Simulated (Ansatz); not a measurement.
A calculation with Ansatz (development build ahead of 0.2.0).

```yaml
crystal:
  periodic: [false, false, false]
  atoms:
    - { symbol: Si, position_ang: [0.0, 0.0, -1.17594] }
    - { symbol: Si, position_ang: [0.0, 0.0, 1.17594] }
basis:
  gaussian: { orbitals: def2-SVP }
total_charge: -1
magnetization:
  initial_magnetization: 1
hamiltonian:
  xc: hf
correlation:
  method: mp2
  frozen_orbitals: { Si: 5 }
```

The input is written out in the form of the current development build from the run's settings. Correlation on restricted open-shell orbitals is semicanonical, with singles.

The run gave:

```json
{"Converged": "yes", "Reference energy": "-577.57722 hartree", "Correlation energy": "-0.16499 hartree", "Total energy": "-577.74220 hartree", "Spin squared of the determinant": "0.750", "Stability test": "minimum among restricted orbitals", "Occupied orbitals by symmetry in an Abelian subgroup (alpha; beta)": "5 Ag 4 B1u 1 B2g 2 B2u 1 B3g 2 B3u; 5 Ag 4 B1u 1 B2g 1 B2u 1 B3g 2 B3u"}
```

Messages of the program:
```
mean field -15716.67672140 eV, -577.5772163652 hartree, gradient 2.4e-6 eV, S^2 0.750000; 10 other ends of a descent, 0 dependent functions left out
with unlike orbitals of the spins -15717.07464347 eV, -577.5918397317 hartree, S^2 1.3941
```

Caution: no diffuse functions for an anion.
